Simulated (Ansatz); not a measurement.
**C2H radical (SMILES [C]#C): functionals against CCSD(T) at one geometry**

One table from this session's results is given with a row withheld; the runs are named, their logs left out.

Method: single points in def2-TZVPP; program: Ansatz 0.2.0, Gaussian basis.

Cores are frozen in the correlated methods. Orbitals are unrestricted.

### Where the work starts

SMILES `[C]#C`, 3 atoms, charge 0, spin multiplicity 2.

Atoms are counted from 1 here; the program's logs count them from 0.

Bond lengths: C1–C2 1.153 Å, C2–H3 1.037 Å. Angles: C1–C2–H3 179.1°.

As a file:

```
C     0.6104    0.8523    0.4214
C    -0.0090   -0.0214   -0.0064
H    -0.5524   -0.8174   -0.3898
```

The first run:

File run/in.yaml:

```yaml
crystal:
  periodic: [false, false, false]
  atoms:
    - {symbol: C, position_ang: [0.610400, 0.852300, 0.421400]}
    - {symbol: C, position_ang: [-0.009000, -0.021400, -0.006400]}
    - {symbol: H, position_ang: [-0.552400, -0.817400, -0.389800]}
basis:
  gaussian: {orbitals: def2-TZVPP}
magnetization: {spin_polarized: true, initial_magnetization: 1}
correlation: {method: ccsd_t}
scf: {omitted_lower_state_checks: [cluster_reference]}
output: {forces: true}
```

No record of the launch command was kept for these runs.

Among the steps run: CCSD(T)/def2-TZVPP; PBE0-D4/def2-TZVPP; wB97M-V/def2-TZVPP; r2SCAN-D4/def2-TZVPP; PBE-D4/def2-TZVPP; B97M-V/def2-TZVPP; SPW92/def2-TZVPP.

One of the session's tables, all rows but one given; the rest of the session is left out.

```
   method  RMS force component (eV/Å)  angle to CCSD(T) forces (°)  dipole (D)
  CCSD(T)                       3.034                    reference        0.72
  PBE0-D4                       2.431                          2.5        0.72
  wB97M-V                           ?                            ?           ?
r2SCAN-D4                       2.563                          1.5        0.70
   PBE-D4                       2.892                          2.7        0.73
   B97M-V                       2.426                          0.3        0.73
    SPW92                       2.601                          5.5        0.75
```

Q: Estimate the row for wB97M-V from the others.

As computed: RMS force component (eV/Å): 2.368; angle to CCSD(T) forces (°): 2.0; dipole (D): 0.73. In the column «RMS force component (eV/Å)» it is the lowest.

Caveats from the session: The unrestricted reference is spin-contaminated, which hurts MP2 most.
